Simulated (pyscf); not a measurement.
Thermochemistry of product channels of HS–GeH₃ + H₂S on the singlet surface, in kcal/mol, from ωB97M-D3(BJ)/def2-TZVP energies (ideal gas, 1 atm, RRHO with modes under 100 cm⁻¹ raised to 100, one conformer, R ln 2 for chiral ones without a mode under 150 cm⁻¹). Single points on ωB97X-D3(BJ)/def2-SVP structures (PySCF, gas phase).

```tsv
products	ΔE	ΔH(298 K)	ΔG(298 K)	ΔG(600 K)
HS–SH + GeH₄	?	+19.4	+20.6	?
HS–GeH₂–SH + H₂	-6.7	-7.9	-5.2	-3.0
```

**Question.** What belongs in the gaps?

**Answer.** 
- HS–SH + GeH₄, ΔE: +19.6
- HS–SH + GeH₄, ΔG(600 K): +22.0

These are energies of the channels, which say nothing of barriers. Elements up to Kr have no core potential and no relativistic terms here.
